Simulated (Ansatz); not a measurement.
Which is lower?

The two ends of one reaction step of BNH$_{3}$F, closed shell (PBE0-D4/def2-TZVP).

A:

```
6
angstrom
B -0.1937 0.5397 -0.3311
F 0.1722 1.7253 0.1684
N 0.1889 -0.6219 0.3283
H 0.7346 -0.6164 1.1739
H -0.8428 0.5093 -1.3356
H -0.0590 -1.5360 -0.0038
```

B:

```xyz
6
angstrom
B -0.6281 -0.1183 -0.9669
F 0.9783 1.2864 1.4432
N -0.0933 -0.8219 -0.0978
H 0.6064 0.6165 0.9051
H -1.1109 0.5993 -1.7561
H 0.2477 -1.5620 0.4727
```

Program: Ansatz 0.2.0. Basis: def2-TZVPP. Cores are frozen in the correlated methods. B3LYP uses VWN-RPA correlation.

Which structure is lower at CCSD(T), and by how much? (Judge from chemistry; the value comes from the calculation.)

The calculation gives: A, by 2.602 eV (electronic energy, against the other). By their contacts, A is BNH₃F ([NH2][BH][F]) and B is a complex of BNH₂ ([BH][NH]) + HF.

All methods give the same order:

```tsv
method	E(B) − E(A) (eV)
SPW92	2.799
PBE-D4	2.589
BLYP-D4	2.464
r2SCAN-D4	2.740
B97M-V	2.776
PBE0-D4	2.740
B3LYP-D4	2.613
r2SCAN0-D4	2.827
BHLYP-D4	2.802
CAM-B3LYP-D4	2.712
wB97X-V	2.748
wB97M-V	2.669
B2PLYP	2.604
PBE-QIDH	2.771
RPA on PBE	2.570
HF	2.897
MP2	2.565
CCSD	2.666
CCSD(T)	2.602
```

T1 diagnostic: at most 0.014.

Labels in which every atom is bracketed show which atoms are joined, not bond orders.

For scale, one of the runs: CCSD(T)/def2-TZVPP, 135 basis functions, launched by `ansatz run in.yaml --threads 2 --pin off --events-out ev --progress --plain --max-ram 4352MiB`. The run took 8 s on 2 CPU threads of an Intel Xeon Platinum 8259CL (shared host), with 0.77 GiB of host memory at its peak.
